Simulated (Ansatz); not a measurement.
## N–CH3, triplet: the ladder up to UCCSDT(Q)

Geometry: displaced at random from a stationary point.

```xyz
5

N    -0.7633    0.0132    0.0171
C     0.6392   -0.0162   -0.0072
H     1.0699   -0.9887   -0.0484
H     0.9900    0.4951    0.8642
H     0.9308    0.5026   -0.9681
```

Basis cc-pVDZ; Ansatz 0.2.0. Only valence electrons are correlated (noble-gas cores frozen), which leaves 12 electrons in 41 orbitals. R marks a restricted (for open shells ROHF) determinant, U an unrestricted one.

Full CI isn't at hand for all of this; UCCSDT(Q) serves as the reference, and is uncertain by the last step of the cluster series or more. The frozen core follows each run's orbitals, which can shift R against U totals by a few meV.

For open shells CISD is restricted-active-space CI with the open shells as a complete middle space.

```
UHF ⟨S²⟩                          : 2.019
T1 diagnostic (RCCSD)             : 0.0200
largest doubles amplitude (RCCSD) : 0.037
T1 diagnostic (UCCSD)             : 0.0135
```

```json
{"level": "RHF", "E − E(UCCSDT(Q)) (kJ/mol)": "770.2", "share of correlation (%)": "0.00", "wall time": "–"}
{"level": "UHF", "E − E(UCCSDT(Q)) (kJ/mol)": "747.7", "share of correlation (%)": "2.93", "wall time": "–"}
{"level": "RMP2", "E − E(UCCSDT(Q)) (kJ/mol)": "110.2", "share of correlation (%)": "85.69", "wall time": "–"}
{"level": "UMP2", "E − E(UCCSDT(Q)) (kJ/mol)": "110.2", "share of correlation (%)": "85.70", "wall time": "–"}
{"level": "CISD", "E − E(UCCSDT(Q)) (kJ/mol)": "70.4", "share of correlation (%)": "90.86", "wall time": "2.4 s"}
{"level": "RCCSD", "E − E(UCCSDT(Q)) (kJ/mol)": "19.5", "share of correlation (%)": "97.47", "wall time": "–"}
{"level": "UCCSD", "E − E(UCCSDT(Q)) (kJ/mol)": "19.1", "share of correlation (%)": "97.52", "wall time": "–"}
{"level": "RCCSD(T)", "E − E(UCCSDT(Q)) (kJ/mol)": "2.8", "share of correlation (%)": "99.63", "wall time": "3.4 s"}
{"level": "UCCSD(T)", "E − E(UCCSDT(Q)) (kJ/mol)": "2.7", "share of correlation (%)": "99.65", "wall time": "3.1 s"}
{"level": "BCCD(T)", "E − E(UCCSDT(Q)) (kJ/mol)": "2.8", "share of correlation (%)": "99.64", "wall time": "1.1 s"}
{"level": "RCCSDT", "E − E(UCCSDT(Q)) (kJ/mol)": "1.0", "share of correlation (%)": "99.87", "wall time": "–"}
{"level": "UCCSDT", "E − E(UCCSDT(Q)) (kJ/mol)": "0.9", "share of correlation (%)": "99.89", "wall time": "–"}
{"level": "RCCSDT(Q)", "E − E(UCCSDT(Q)) (kJ/mol)": "0.2", "share of correlation (%)": "99.98", "wall time": "49 s"}
```

The correlation energy at UCCSDT(Q), counted from RHF, is -7.983 eV. That run took 43 s on 1 thread of Intel Xeon, shared host.

Times hold each run's SCF and search for its determinant on a shared host, so for small cases they say little of a method's own cost; they ran on 1 thread of Intel Xeon. Some runs computed forces too.
